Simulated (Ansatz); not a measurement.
## triplet O₂: levels of theory in one basis

| atom | x (Å) | y (Å) | z (Å) |
| --- | --- | --- | --- |
| O | 0.0000 | 0.0000 | 0.0000 |
| O | 0.0000 | 0.0000 | 1.6900 |

Basis set: def2-SVP (spherical functions). Correlated methods keep 2 orbitals frozen. Correlation on ROHF uses semicanonical orbitals with singles. Charge 0, multiplicity 3.

Computed with Ansatz (development build ahead of 0.2.0); each method stands on the lowest determinant of its kind that the runs found.

| method | E − E(ROHF) (eV) | <S²> of the determinant |
| --- | --- | --- |
| ROHF | 0.00 | 2.00 |
| UHF | -1.13 | 2.63 |
| ROHF-MP2 | -8.59 | – |

(1) What does UHF-MP2 give on the same scale?

(2) Is a single determinant a sound starting point here?

Answers

(1) -7.52 eV.

(2) It is doubtful. Unrestricted orbitals lower Hartree–Fock by 1.13 eV and <S²> is 2.63 where a pure state has 2.00, a sign of strong static correlation.

Caution for ROHF, ROHF-MP2: an unrestricted determinant lies well below. Caution for UHF, UHF-MP2: the unrestricted determinant is spin contaminated. Caution for ROHF-MP2, UHF-MP2: bonds are stretched, where a single reference can fail. Caution for ROHF-MP2: other determinants can give a lower correlated total.
